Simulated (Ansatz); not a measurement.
Mg₂Al. Charge 0, multiplicity 2. Geometry r2SCAN-D4/def2-TZVP; atoms count from 1.

```xyz
3

Al   -0.391   -0.913    1.127
Mg   -1.159    1.188   -0.441
Mg    1.551   -0.275   -0.686
```

The structure comes from a short search, and lower isomers may exist.

(1) Estimate the Mulliken populations from the PBE0/def2-TZVP orbitals of Ansatz.

(2) Where does the spin sit?

(3) And the Mayer bond orders between heavy atoms (over 0.3)?

Answers

(1) 
```tsv
atom	charge (e)	spin (α − β)
Al1	-0.14	0.73
Mg2	0.07	0.14
Mg3	0.07	0.14
```
Mulliken values depend strongly on the basis.

(2) Summed by element: Al 0.73, Mg 0.27, of 1 unpaired in all. Largest on single atoms: Al1 0.73, Mg2 0.14, Mg3 0.14.

(3) Al1–Mg2 1.01 (2.73 Å); Al1–Mg3 1.01 (2.73 Å); Mg2–Mg3 0.58 (3.09 Å).
